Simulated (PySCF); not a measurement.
**Simulated absorption spectrum**

Malonic acid, C₃H₄O₄.
SMILES: `O=C(O)CC(=O)O`

Theory: TDDFT CAM-B3LYP/def2-SVPD, vertical, gas phase, core orbitals frozen in the response in PySCF. Geometry: GFN2-xTB, one conformer, isolated molecule. Torsions of this conformer, `[O:1]=[C:2]([OH:3])[CH2:4][C:5](=[O:6])[OH:7]`: O1–C2–C4–C5 74°, C2–C4–C5–O6 74°, H–O3–C2–O1 -2°, H–O7–C5–C4 177°.

Computed states:

```tsv
state	E (eV)	f
S1	5.79	0.0035
S2	5.83	0.0006
S3	7.71	0.104
S4	7.80	0.019
S5	7.90	0.0004
S6	8.06	0.040
S7	8.42	0.0067
S8	8.49	0.181
```

Each state is given a Gaussian of 0.5 eV full width at half maximum, with ε(max) = 2.175×10⁸ f / Δν̃ (Δν̃ the width in cm⁻¹). The cross-section is σ = 3.8235×10⁻²¹ ε cm², given in Mb (10⁻¹⁸ cm²). The width is an assumption, not a result. The curve ends short of the highest state used, and states not computed would add to its high-energy end.

Question: What does the envelope look like, and where are its maxima?

Answer: 
```
E (eV)  σ (Mb)
  5.04    0.00
  5.17    0.01
  5.29    0.05
  5.41    0.16
  5.54    0.41
  5.66    0.69
  5.79    0.84
  5.91    0.73
  6.03    0.46
  6.16    0.20
  6.28    0.06
  6.41    0.01
  6.53    0.00
  6.65    0.00
  6.78    0.00
  6.90    0.02
  7.03    0.14
  7.15    0.73
  7.27    2.79
  7.40    8.34
  7.52   16.63
  7.65   25.15
  7.77   27.86
  7.89   25.11
```

Maxima: 214 nm (5.80 eV), ε about 220, made up of S1 (85%) and S2 (15%); 160 nm (7.76 eV), ε about 7300, made up of S3 (74%), S4 (14%) and S6 (11%) (ε in L mol⁻¹ cm⁻¹; maxima over ε = 5, shares over 10%).

Question: What would ε be at 7.76 eV, the highest of these maxima, with half the width (0.25 eV)?

Answer: About 11900 L mol⁻¹ cm⁻¹ against 7290, a factor of about 1.6; a lone state at its own centre would give exactly 2.

Question: Coming from long wavelengths, where does ε first pass 100 L mol⁻¹ cm⁻¹?

Answer: At about 224 nm (5.53 eV), 0.26 eV below S1.

Question: On this curve, what absorbance would a 10⁻⁴ mol/L sample give at 222 nm over a 1 cm path?

Answer: 222 nm is 5.585 eV, where ε is about 130 L mol⁻¹ cm⁻¹, so A = ε c l ≈ 0.013 (Beer–Lambert, with the gas-phase spectrum and the assumed width).

The run took 44 s of wall time on one thread of an Arm Neoverse N1 (shared host).
